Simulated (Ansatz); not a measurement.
The same path of C6H10 (16 atoms, charge 0, multiplicity 1) was run 3 times with different band settings. The coordinate that changes most is the dihedral H8–C1–C2–C3.

Theory: Ansatz, RKS PBE0/STO-3G.

Relaxed end points:

```xyz
16
Properties=species:S:1:pos:R:3
C 0.617 -2.222 -1.506
C 0.749 -1.130 -0.776
C 1.458 -0.411 0.315
C 0.278 0.241 -0.433
C -1.065 0.459 0.282
C -1.084 1.772 1.096
H -0.151 -2.308 -2.282
H 1.270 -3.091 -1.371
H 1.292 -0.735 1.348
H 2.466 -0.026 0.129
H 0.544 1.044 -1.135
H -1.261 -0.395 0.948
H -1.871 0.481 -0.470
H -2.053 1.901 1.595
H -0.298 1.762 1.862
H -0.914 2.636 0.441
```

```xyz
16
Properties=species:S:1:pos:R:3
C 0.620 -2.224 -1.501
C 0.750 -1.130 -0.774
C 1.457 -0.406 0.315
C 0.277 0.241 -0.437
C -1.067 0.460 0.278
C -1.084 1.770 1.096
H 1.276 -3.091 -1.365
H -0.151 -2.316 -2.274
H 1.291 -0.727 1.349
H 2.465 -0.020 0.128
H 0.542 1.042 -1.141
H -1.265 -0.396 0.941
H -1.872 0.485 -0.474
H -2.051 1.897 1.599
H -0.295 1.758 1.860
H -0.917 2.636 0.444
```

Common settings: optimiser quadratic models (default); start path IDPP; force threshold 0.03 eV/Å; iteration limit 60; end points relaxed.

| run | movable images | climbing image | spring |
| --- | --- | --- | --- |
| 1 | 5 | yes | 5.0 eV/Å² |
| 2 | 3 | no | 5.0 eV/Å² |
| 3 | 5 | yes | 0.1 eV/Å² |

(1) What does each run give, and how far can it be trusted?

Results:

(1) Run 1: not converged after 60 iterations, highest image 2.611 eV above the first end. The band didn't meet its force threshold, so its energies are provisional: the largest band force was still 2.33 eV/Å, and over the last iterations the top moved between 2.61 and 2.66 eV.
Run 2: converged after 10 iterations, highest image 3.300 eV above the first end. Neighbouring images differ by up to 2.7 eV, so the band resolves the path poorly. No image climbed, so the highest image needn't sit at the top of the path. So few images can step over the top or miss a turn of the path.
Run 3: not converged after 60 iterations, highest image 2.064 eV above the first end. The band didn't meet its force threshold, so its energies are provisional: the largest band force was still 2.15 eV/Å, and over the last iterations the top moved between 2.05 and 2.06 eV.
Limits of this set-up: minimal basis.
